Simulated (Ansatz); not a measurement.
# ZnC3: from a trial structure to a relaxed crystal

Level of theory: DFT PBE, scalar-relativistic, plane waves, PAW (Ansatz). Cutoff 420 eV, Γ-centred k mesh, Gaussian smearing, no spin polarisation in the final step.

The start puts ZnC3 on the Ni3Sn (D0_19) structure type (P6_3/mmc, No. 194), with Zn in place of Sn, C in place of Ni, at a guessed volume.

```xyz
8
Lattice="4.7526 0.0000 0.0000 -2.3763 4.1159 0.0000 0.0000 0.0000 3.8147" Properties=species:S:1:pos:R:3 pbc="T T T"
Zn    0.0000    2.7439    0.9537
Zn    2.3763    1.3720    2.8610
C     2.3763    2.7412    0.9537
C    -1.1858    3.4285    2.8610
C     1.1905    0.6874    0.9537
C     0.0000    1.3747    2.8610
C     3.5621    0.6874    0.9537
C     1.1858    3.4285    2.8610
```

Steps on the 6×6×4 mesh (8 atoms). 11 of 13 steps are shown, and the free energy counts from the last. Trial steps that were taken back and renewals of the plane-wave basis can be among the rows.

```csv
step,ΔF (meV/atom),V (Å³/atom),P (GPa),largest force component (eV/Å)
1,928.8,9.33,-4.04,0.388
2,910.3,9.09,-1.27,0.841
3,861.5,9.00,-1.15,1.657
4,695.9,8.93,-2.45,2.250
5,310.3,8.80,3.17,3.128
6,141.9,9.20,-1.60,2.277
8,9.6,9.62,-0.81,0.187
9,6.9,9.65,-0.23,0.041
11,0.6,9.63,0.76,0.000
12,0.2,9.72,0.07,0.014
13,0.0,9.72,0.06,0.015
```

Steps on the 9×9×8 mesh (8 atoms). 10 of 31 steps are shown, and the free energy counts from the last.

| step | ΔF (meV/atom) | V (Å³/atom) | P (GPa) | largest force component (eV/Å) |
| --- | --- | --- | --- | --- |
| 1 | 318.8 | 9.72 | -1.01 | 0.542 |
| 4 | 264.7 | 10.28 | 1.90 | 0.903 |
| 6 | 128.0 | 10.97 | 5.90 | 0.575 |
| 9 | 97.4 | 11.75 | 0.13 | 0.009 |
| 12 | 53.7 | 11.77 | 3.09 | 0.039 |
| 15 | 21.6 | 13.39 | 0.64 | 0.009 |
| 20 | 5.8 | 14.42 | 0.38 | 0.007 |
| 26 | 1.5 | 16.02 | -0.02 | 0.002 |
| 28 | 0.1 | 16.03 | 0.01 | 0.003 |
| 31 | 0.0 | 16.27 | 0.00 | 0.000 |

A final relaxation ran on a 9×9×6 mesh. The relaxed crystal, P6_3/mmc (No. 194):

Space group P6_3/mmc (No. 194). a = 4.484 Å, b = 4.484 Å, c = 7.478 Å, α = 90.00°, β = 90.00°, γ = 120.00°
```csv
atom,site,symmetry,x,y,z
Zn,2c,-6m2,0.3333,0.6667,0.2500
C,6h,mm2,0.8917,0.7834,0.2500
```

```json
{"Volume per atom": "16.3 Å³", "Density": "2.6 g/cm³", "Energy over the elements": "2.024 eV/atom", "Gap on the 9×9×6 mesh": "0.26 eV"}
```

The zero of energy is the elements' standard structures at the same level; no fitted shifts are applied.

The final run used a 9×9×6 mesh on its 8-atom cell and 0.01 eV smearing. Weakly bound directions are ill-defined at this level, which has no dispersion term.

Symmetry constrained the relaxation, so the result can be a saddle point.